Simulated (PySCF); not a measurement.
hydrazine (H₄N₂), SMILES NN. Atoms are numbered in the order given.

```xyz
6

N      0.7083     0.0978     0.0736
N     -0.7083    -0.0978     0.0736
H      1.1441    -0.7816     0.3186
H      1.0600     0.3861    -0.8341
H     -1.1441     0.7816     0.3186
H     -1.0600    -0.3861    -0.8341
```

The structure is a stationary point at B3LYP-D3(BJ)/def2-TZVP.

All values below come from PBE/pcJ-1 (PySCF).

Isotropic couplings with Fermi-contact, spin-dipole and both spin-orbit terms, one fixed conformer, no vibrational averaging. Isotopes: 14N, 1H.

Computed spin–spin coupling constants:
| pair | bonds apart | J (Hz) |
|---|---|---|
| N1–N2 | 1 | -4.5 |
| N1–H3 | 1 | 48.1 |
| N1–H4 | 1 | 41.5 |
| N2–H5 | 1 | 48.1 |
| N2–H6 | 1 | 41.5 |
| N1–H5 | 2 | 4.7 |
| N1–H6 | 2 | -0.7 |
| N2–H3 | 2 | 4.7 |
| N2–H4 | 2 | -0.7 |
| H3–H4 | 2 | -1.3 |
| H5–H6 | 2 | -1.3 |
| H3–H5 | 3 | 12.2 |
| H3–H6 | 3 | -1.4 |
| H4–H5 | 3 | -1.4 |
| H4–H6 | 3 | 7.8 |
